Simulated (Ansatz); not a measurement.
**Pressure series in BN**

Base system: BN in the zinc blende structure (space group F-43m, No. 216; a = 3.624 Å).

Cell and atoms are relaxed at each pressure.

All numbers come from PBE (Ansatz, a first-principles code, PAW, spin-orbit coupling left out), earlier PAW set.

```
P (GPa)  V (Å³/atom)
-------  -----------
-2.00          5.982
-1.00          5.966
1.80           5.921
4.20           5.884
9.00           5.813
18.00          5.690
29.99          5.542
44.99          5.379
60.00          5.235
```

Q: Fit a third-order Birch–Murnaghan equation of state.

A: Least squares on P(V) = (3B₀/2)[(V₀/V)^(7/3) − (V₀/V)^(5/3)]·[1 + (3/4)(B₀′ − 4)((V₀/V)^(2/3) − 1)] gives V₀ = 5.95 Å³/atom, B₀ = 371 GPa and B₀′ = 3.7.

Measured bulk modulus of BN: 410.2 GPa (static lattice; corrected from measurement; as listed in Daniel Mejia-Rodriguez, S. B. Trickey, Phys. Rev. B (2018)); the computed value is 10 % below it.

Between the base and pressure 30 GPa the gap moves from 4.46 eV to 4.53 eV, a mean slope of 2.4 meV/GPa.

Load acts through the strain it causes; cell and atoms are relaxed under it. Stability against distortions was not tested. No other phases were tried under pressure.
